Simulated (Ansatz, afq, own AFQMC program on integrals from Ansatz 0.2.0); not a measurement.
# BH, singlet in cc-pVTZ, levels against full CI

```tsv
atom	x (Å)	y (Å)	z (Å)
B	0.0000	0.0000	0.0000
H	0.0000	0.0000	2.0200
```

Basis cc-pVTZ. Noble-gas cores (and the filled d shells of Ga–Kr and In–Xe) are frozen. AFQMC by an in-house program on the Cholesky factors that Ansatz 0.2.0 writes for its CCSD(T) run. The CISD trial takes its coefficients from CCSD amplitudes. Released means that phaseless walkers are propagated on without the constraint, phases kept. Uncertainties: one standard error, sampling alone.

Determinant: UHF, the one that the program's search chose, which needn't be the lowest solution. The geometry is a point of a scan.

Full CI on the same integrals is exact in this basis and with this determinant's frozen core.

Cautions: an unrestricted solution with more broken spin lies lower (9 meV, ⟨S²⟩ 0.54); strong correlation (T1 0.125, weight of the determinant 0.75, largest double 0.20); unrestricted determinant spin contaminated (⟨S²⟩ 0.45 against 0.00); the released energies are still falling, so no released level is given (meV from the phaseless value at times in 1/Eh: -6 ± 3 at 0.24, -14 ± 3 at 0.51, -16 ± 3 at 0.99, -24 ± 3 at 1.62, -26.5 ± 2.0 at 2.40).

```
T1 diagnostic                               : 0.1251
weight of the determinant in the CISD state : 0.752
⟨S²⟩ of the determinant                     : 0.447
size of the correlated space                : 4 electrons in 43 orbitals
```

```tsv
level	correlation energy (eV)
MP2	-1.6662
CCSD	-2.8385
CCSD(T)	-2.9458
```

Q: Estimate where full CI lies against CCSD(T) on the same integrals.

A: 3.7 kJ/mol below CCSD(T).

Reference: full CI, correlation energy -2.984 eV. The cautions show a poor starting determinant, so the rows tell how each method copes with it here, and full CI is the sure value.

| level | E − E(reference) (kJ/mol) | share of correlation (%) |
| --- | --- | --- |
| CCSD(T) | 3.7 | 98.72 |
| CCSDT | 0.3 | 99.90 |
| CCSDT(Q) | -0.1 | 100.04 |
| ph-AFQMC/CISD | 3.2 ± 0.3 | 98.89 |

CCSDT and higher add their correlation energy to the determinant of the CCSD(T) run, since their own runs factorise the integrals more tightly (a shift of under 2 meV). A walk keeps the symmetry of its determinant, which the program's search chose and which needn't be the lowest solution, so a lower state of the same spin and another symmetry isn't excluded.
